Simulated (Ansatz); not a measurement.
A made-up structure of C2H3S (charge +1), closed shell:

C1  (-0.732, 0.278, -0.697)
C2  (0.045, 0.038, 0.292)
S3  (0.904, -0.176, 1.613)
H4  (-1.536, -0.415, -0.956)
H5  (0.420, -0.723, -0.344)
H6  (1.915, -0.897, 1.056)
(Å)

It is relaxed with PBE-D4/def2-SVP and then PBE0-D4/def2-TZVP (Ansatz 0.2.0). Atoms count as bonded within 1.22 times the sum of their covalent radii (H–H: 0.88 Å). The end point is not checked to be a true minimum.

Does its bonding change? (A judgement: the text doesn't fix the answer.)

By the calculation: Yes. Formed: C1–H5; broken: C2–H5.

Where it ends: The first stage lowers the energy by 2.75 eV in 17 steps. It ends as C₂H₃S ([CH2][C][SH]), total charge +1:
```xyz
6
angstrom
C -0.5865 -0.4343 -0.5564
C 0.1856 -0.3107 0.4585
S 1.0101 -0.1762 1.8108
H -1.0538 0.4412 -1.0108
H -0.7796 -1.4156 -0.9933
H 2.2405 0.0003 1.2554
```

Labels in which every atom is bracketed show which atoms are joined, not bond orders.

For scale, one of the runs: PBE0-D4/def2-TZVP relaxation, 117 basis functions, launched by `ansatz run in.yaml --threads 2 --pin off --events-out ev --progress --plain --max-ram 4352MiB`. Hardware: 2 CPU threads of an Intel Xeon, shared host. Wall time about 15 s.
